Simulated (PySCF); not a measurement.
CF4, charge +1, quartet, geometry from GFN2-xTB of the parent state (a state made from the parent by changing its charge; the spin is typed, not shown lowest); MP2/STO-3G run with PySCF.

The PySCF input:
```python
from pyscf import gto, scf, mp

mol = gto.Mole()
mol.atom = '''
    C     0.000000    0.000000   -0.000000
    F     0.761567    0.766691    0.747684
    F    -0.749402   -0.756914    0.769615
    F    -0.767915    0.750644   -0.757410
    F     0.755750   -0.760420   -0.759889
'''
mol.basis = 'sto-3g'
mol.charge = 1
mol.spin = 3
mol.verbose = 3
mol.build()

mf = scf.UHF(mol)
mf.kernel()

pt = mp.MP2(mf)
pt.kernel()
print('E(MP2) = %.10f' % pt.e_tot)
```

Problem. Predict the main parts of the log of this PySCF run.

Solution. 
```
SCF not converged.
SCF energy = -428.491657517137 after 50 cycles  <S^2> = 3.7769329  2S+1 = 4.0134439
E(UMP2) = -428.706775163103  E_corr = -0.215117645966662
E(SCS-UMP2) = -428.689161049478  E_corr = -0.197503532340949
E(MP2) = -428.7067751631
```

The run did not converge; its last values are not results.
